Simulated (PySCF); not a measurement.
Telling isomers of C$_{3}$H$_{4}$F$_{2}$O apart by NMR

- shieldings: GIAO PBE0/pcSseg-1
- J: B3LYP/pcJ-1 (spin–dipole term left out of most H,H and C,H couplings)
- geometry: GFN2-xTB
- code: PySCF 2.14
- relativity neglected, equivalent nuclei averaged, a single conformation, no solvent model

δ = σ(ref) − σ, references computed at the same level: TMS for $^{1}$H (σref 31.72) and $^{13}$C (σref 186.93). Multiplet labels drop J under 1 Hz and among equivalent protons, and merge close values. Unscaled 3J(H,H) run several per cent high. Vicinal couplings that depend on rotamer populations or ring flexing (ring, CH–CH, X–H and H–F types) are those of the one conformer. One-bond C–F couplings are unscaled and too large by tens of Hz. Shifts are as computed. Against solution values, carbons near 30 ppm lie about +3 ppm off and those near 130 ppm about +5 ppm. Of 1211 compounds with measured shifts, 218 miss one by over three times the rms of a fit or turn the order of signals round; such compounds aren't used in these exercises. Across acyclic CH2–CH2 and CH–CH2 bonds, 3J(H,H) assumes equally populated rotamers.

(1) Tabulate the signals of `CO/C(F)=C\F`, `CC(=O)C(F)F`, `C=C(F)OCF`, `O=C(F)CCF` and their relative energies.

(2) What is the quickest way to tell CC(=O)C(F)F from C=C(F)OCF?

(3) What is the quickest way to tell CO/C(F)=C\F from CC(=O)C(F)F?

(4) What is the quickest way to tell CO/C(F)=C\F from C=C(F)OCF?

Results:

(1) 
```tsv
SMILES	carbon types	δC	δH	E rel. (kcal/mol)
CO/C(F)=C\F	1×C 1×CH 1×CH3	167.2, 128.1, 54.8	6.89 (d, 1H), 3.97 (d, 3H)	43.9
CC(=O)C(F)F	1×C 1×CH 1×CH3	205.1, 118.4, 23.5	5.71 (t, 1H), 2.50 (t, 3H)	10.4
C=C(F)OCF	1×C 2×CH2	175.2, 102.6, 67.8	5.84 (d, 2H), 4.08 (dd, 1H), 3.84 (ddd, 1H)	29.7
O=C(F)CCF	1×C 2×CH2	169.2, 81.3, 36.0	5.00 (dt, 2H), 3.07 (tdd, 2H)	0.0
```

Energies are electronic energies at PBE0/pcSseg-1 on these geometries, without zero-point or thermal terms, each for the one conformer computed, which needn't be the lowest.

(2) Both give the same number of carbon signals, but DEPT or the intensities differ. The first has an sp3 CH bonded to 2 F, α to a carbonyl at 118.4 ppm, the second an sp3 CH2 bonded to F and O at 102.6 ppm. Their most deshielded carbons lie at 205.1 and 175.2 ppm.

(3) Both give the same number of carbon signals, with the same numbers of each carbon type, so the positions decide. The first has an alkene carbon bearing oxygen (C) at 167.2 ppm, the second a ketone carbonyl carbon (C) at 205.1 ppm. In the proton spectra the most deshielded non-exchanging signals are 6.89 (d, J = 77.9 Hz, 1H) and 5.71 (t, J = 61.7 Hz, 1H).

(4) Both give the same number of carbon signals, but DEPT or the intensities differ. The first has a β carbon of an enol-ether or enamine type C=C (CH) at 128.1 ppm, the second an sp3 CH2 bonded to F and O at 102.6 ppm. Their most deshielded carbons lie at 167.2 and 175.2 ppm. In the proton spectra the most deshielded non-exchanging signals are 6.89 (d, J = 77.9 Hz, 1H) and 5.84 (d, J = 57.9 Hz, 2H).
